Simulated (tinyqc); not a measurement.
Inside a calculation. Method: geometry optimisation on the RHF/sto-3g surface (energies and gradients from PySCF), for HF, spin multiplicity 1. Computed by tinyqc, a small Python program that keeps every step (integrals from PySCF). Settings: charge = 0, multiplicity = 1, basis = sto-3g, optimiser = bfgs, first Hessian = 0.6, largest step = 0.3, iteration cap = 30. Command: `OMP_NUM_THREADS=1 python tinyqc.py 29749 29750 out.jsonl` (the two numbers bound the seeds that draw the settings). One thread of a shared host (Intel(R) Xeon(R) Processor @ 2.60GHz), about 0.4 s of CPU time with the checks.

## Step 1: energy and gradient

positions at the start (bohr):
```
           x         y         z
1F  0.000000  0.000000  0.000000
2H  0.000000  0.000000  1.638393
```

Self-consistent energy and analytic gradient at these positions.

energy = -98.56073318 hartree

gradient (hartree/bohr):
```
             x           y            z
1F  0.00000000  0.00000000   0.15832430
2H  0.00000000  0.00000000  -0.15832430
```

## Step 1: move

Quasi-Newton step p = -H^(-1) g (first H = 0.6 times the unit matrix); steps longer than 0.3 bohr are cut back (factor 0.804 here).

positions after step 1 (bohr):
```
           x         y          z
1F  0.000000  0.000000  -0.212132
2H  0.000000  0.000000   1.850525
```

## Step 2: energy and gradient

As before.

energy = -98.55426593 hartree

gradient (hartree/bohr):
```
             x           y            z
1F  0.00000000  0.00000000  -0.12692980
2H  0.00000000  0.00000000   0.12692980
```

## Step 2: move

inverse Hessian in use (bohr^2/hartree):
```
          1         2         3         4         5         6
1  1.666667  0.000000  0.000000  0.000000  0.000000  0.000000
2  0.000000  1.666667  0.000000  0.000000  0.000000  0.000000
3  0.000000  0.000000  1.205163  0.000000  0.000000  0.461503
4  0.000000  0.000000  0.000000  1.666667  0.000000  0.000000
5  0.000000  0.000000  0.000000  0.000000  1.666667  0.000000
6  0.000000  0.000000  0.461503  0.000000  0.000000  1.205163
```

Quasi-Newton step p = -H^(-1) g (the inverse Hessian comes from BFGS updates; coordinates in the order x, y, z of each atom); steps longer than 0.3 bohr are cut back.

positions after step 2 (bohr):
```
           x         y          z
1F  0.000000  0.000000  -0.117739
2H  0.000000  0.000000   1.756132
```

## Convergence

Stop when the largest gradient component is below 3e-5 hartree/bohr. The inverse Hessian follows the BFGS update with s = step, y = change of gradient.

Course of the optimisation:
```
step   E (hartree)  largest gradient (hartree/bohr)
1     -98.56073318                         1.58e-01
2     -98.55426593                         1.27e-01
3     -98.57126933                         4.46e-02
4     -98.57241324                         2.60e-02
5     -98.57284247                         2.65e-03
6     -98.57284733                         1.38e-04
7     -98.57284735                         7.87e-07
```

Final distances (angstrom):
```
pair   distance
2H-1F  0.955462
```

Converged in 7 steps.
